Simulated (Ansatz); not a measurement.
Results of PBE-D3(BJ) (Ansatz, a quantum-chemistry and plane-wave program, PAW) for fluorite CeO₂.

Numerical settings: plane-wave cutoff 520 eV, 12×12×12 k mesh, Fermi–Dirac smearing 0.01 eV, no spin polarisation, scalar-relativistic PAW data made under PBE.

The cell is scaled about its equilibrium volume:

```json
[
 {"V (Å³/atom)": "12.560", "P (GPa)": "12.85", "direct gap at Γ (eV)": "3.222", "smallest gap on the k mesh (eV)": "2.133"},
 {"V (Å³/atom)": "12.827", "P (GPa)": "8.09", "direct gap at Γ (eV)": "3.097", "smallest gap on the k mesh (eV)": "2.071"},
 {"V (Å³/atom)": "13.094", "P (GPa)": "3.83", "direct gap at Γ (eV)": "2.978", "smallest gap on the k mesh (eV)": "2.010"},
 {"V (Å³/atom)": "13.362", "P (GPa)": "0.00", "direct gap at Γ (eV)": "2.866", "smallest gap on the k mesh (eV)": "1.950"},
 {"V (Å³/atom)": "13.629", "P (GPa)": "-3.43", "direct gap at Γ (eV)": "2.759", "smallest gap on the k mesh (eV)": "1.892"},
 {"V (Å³/atom)": "13.896", "P (GPa)": "-6.51", "direct gap at Γ (eV)": "2.658", "smallest gap on the k mesh (eV)": "1.835"},
 {"V (Å³/atom)": "14.163", "P (GPa)": "-9.26", "direct gap at Γ (eV)": "2.563", "smallest gap on the k mesh (eV)": "1.780"}
]
```

The fundamental gap (1.94 eV at the equilibrium volume, with added k points) lies elsewhere than Γ–Γ.

Measured, for comparison: band gap 3 eV (temperature not stated, not corrected to a static lattice, O 2p to Ce 4f, our sources range from 3.00 to 3.20; as tabulated in Tran et al. (2019), arXiv:1908.01820).

Spin–orbit coupling is not included.
